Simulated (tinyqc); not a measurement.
Inside a calculation. Method: CIS on RHF in the sto-3g basis, for H2F+, spin multiplicity 1. One step of it, computed by the program tinyqc.

Task: CIS matrix, triplets. A(ia,jb) = (e_a - e_i) d_ij d_ab - (ij|ab).

orbital energies (hartree): MO1 -26.607938, MO2 -2.033571, MO3 -1.167729, MO4 -1.056395, MO5 -1.027894, MO6 -0.035846, MO7 0.121061

Two-electron integrals over orbitals (pq|rs), unique and non-zero (hartree):
```
(11|11) 5.362447    (21|11) -0.504128   (21|21) 0.075231    (22|11) 1.203858
(22|21) -0.019496   (22|22) 0.858227    (31|31) 0.017197    (32|31) 0.025615
(32|32) 0.157012    (33|11) 0.981268    (33|21) -0.008108   (33|22) 0.754094
(33|33) 0.729767    (41|11) 0.128482    (41|21) -0.016381   (41|22) 0.013468
(41|33) 0.004860    (41|41) 0.028209    (42|11) -0.092109   (42|21) 0.007810
(42|22) 0.001331    (42|33) -0.005754   (42|41) 0.030224    (42|42) 0.160591
(43|31) -0.003544   (43|32) 0.006766    (43|43) 0.048121    (44|11) 1.159256
(44|21) -0.014362   (44|22) 0.815835    (44|33) 0.709907    (44|41) -0.010657
(44|42) -0.089090   (44|44) 0.891450    (51|51) 0.029601    (52|51) 0.039144
(52|52) 0.181747    (53|53) 0.037920    (54|51) -0.009341   (54|52) -0.033863
(54|54) 0.054260    (55|11) 1.264011    (55|21) -0.014189   (55|22) 0.880383
(55|33) 0.743139    (55|41) 0.003663    (55|42) -0.050641   (55|44) 0.835429
(55|55) 0.997514    (61|11) 0.211709    (61|21) -0.033249   (61|22) 0.004366
(61|33) 0.002358    (61|41) -0.005125   (61|42) -0.018890   (61|44) 0.013118
(61|55) 0.005859    (61|61) 0.020914    (62|11) -0.286978   (62|21) 0.007432
(62|22) -0.144319   (62|33) -0.089099   (62|41) -0.017380   (62|42) -0.041582
(62|44) -0.102906   (62|55) -0.149891   (62|61) 0.004471    (62|62) 0.076004
(63|31) -0.003921   (63|32) 0.025781    (63|43) 0.018059    (63|63) 0.068541
(64|11) -0.265820   (64|21) 0.003390    (64|22) -0.140452   (64|33) -0.083325
(64|41) -0.006059   (64|42) 0.008233    (64|44) -0.149112   (64|55) -0.145855
(64|61) 0.001119    (64|62) 0.060515    (64|64) 0.073450    (65|51) -0.013726
(65|52) -0.052773   (65|54) -0.007600   (65|65) 0.026064    (66|11) 0.690765
(66|21) -0.005471   (66|22) 0.569219    (66|33) 0.551799    (66|41) 0.015827
(66|42) 0.066766    (66|44) 0.534385    (66|55) 0.544835    (66|61) -0.004891
(66|62) -0.052808   (66|64) -0.027816   (66|66) 0.542266    (71|31) 0.016993
(71|32) 0.024239    (71|43) -0.003605   (71|63) -0.003528   (71|71) 0.016810
(72|31) 0.017476    (72|32) 0.065525    (72|43) -0.023012   (72|63) -0.026938
(72|71) 0.016612    (72|72) 0.056378    (73|11) 0.426885    (73|21) -0.008440
(73|22) 0.208198    (73|33) 0.162620    (73|41) -0.001167   (73|42) -0.057605
(73|44) 0.202264    (73|55) 0.231943    (73|61) 0.005257    (73|62) -0.071034
(73|64) -0.085285   (73|66) 0.018628    (73|73) 0.161849    (74|31) -0.007476
(74|32) -0.055845   (74|43) 0.008476    (74|63) -0.041996   (74|71) -0.007403
(74|72) -0.011388   (74|74) 0.048806    (75|53) 0.025582    (75|75) 0.019974
(76|31) -0.009813   (76|32) -0.094157   (76|43) -0.047295   (76|63) -0.083719
(76|71) -0.009610   (76|72) 0.006138    (76|74) 0.060057    (76|76) 0.159777
(77|11) 0.796660    (77|21) -0.007753   (77|22) 0.612155    (77|33) 0.612607
(77|41) 0.003237    (77|42) 0.007213    (77|44) 0.590289    (77|55) 0.600089
(77|61) 0.002530    (77|62) -0.045767   (77|64) -0.031193   (77|66) 0.536483
(77|73) 0.070828    (77|77) 0.576019
```

Give: CIS matrix A, triplet.

Result:

CIS matrix A, triplet (hartree), lower triangle:
```
         1>6      1>7      2>6      2>7     3>6     3>7     4>6     4>7
1>6  25.8813
1>7   0.0000  25.9323
2>6   0.0055   0.0000   1.4285
2>7   0.0000   0.0078   0.0000   1.5425
3>6   0.0000   0.0098   0.0000   0.0942  0.5801
3>7   0.0098   0.0000   0.0942   0.0000  0.0000  0.6762
4>6  -0.0158   0.0000  -0.0668   0.0000  0.0000  0.0473  0.4862
4>7   0.0000  -0.0032   0.0000  -0.0072  0.0473  0.0000  0.0000  0.5872
5>6   0.0000   0.0000   0.0000   0.0000  0.0000  0.0000  0.0000  0.0000
5>7   0.0000   0.0000   0.0000   0.0000  0.0000  0.0000  0.0000  0.0000

        5>6     5>7
5>6  0.4472
5>7  0.0000  0.5489
```
